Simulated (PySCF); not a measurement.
Gas-phase reaction: 3 Si2H6 + 2 SiH = 2 i-Si4H10

Energies from PySCF, thermal terms from the rigid-rotor harmonic-oscillator model, ideal gas at 1 bar. † marks an energy on the PBE0/def2-TZVP geometry and frequencies; other levels use their own. MP2 and CCSD(T) freeze the core. 6-31G* has spherical d functions here. Open shells (unrestricted): SiH (multiplicity 2); the rest are closed-shell singlets. Spin-orbit splitting is ignored; it lowers the true energy and changes the entropy of SiH. B3LYP is the form with VWN-RPA correlation. MP2 isn't extrapolated to the basis-set limit. CCSD(T) isn't extrapolated to the basis-set limit.

| level | ΔH°(298 K), kJ |
|---|---|
| B3LYP/6-31G* | -614 |
| BLYP/def2-TZVP† | ? |
| CCSD(T)/def2-SVP† | ? |
| HF/6-31G* | -505 |
| HF/def2-TZVP† | ? |
| MP2/def2-SVP† | -665 |
| PBE/def2-TZVP† | -685 |
| PBE0/def2-SVP† | ? |
| LDA/def2-TZVP† | -797 |

Task: Some entries are withheld; supply them.

Result: 
- BLYP/def2-TZVP†, ΔH°(298 K), kJ: -587
- CCSD(T)/def2-SVP†, ΔH°(298 K), kJ: -627
- HF/def2-TZVP†, ΔH°(298 K), kJ: -505
- PBE0/def2-SVP†, ΔH°(298 K), kJ: -698
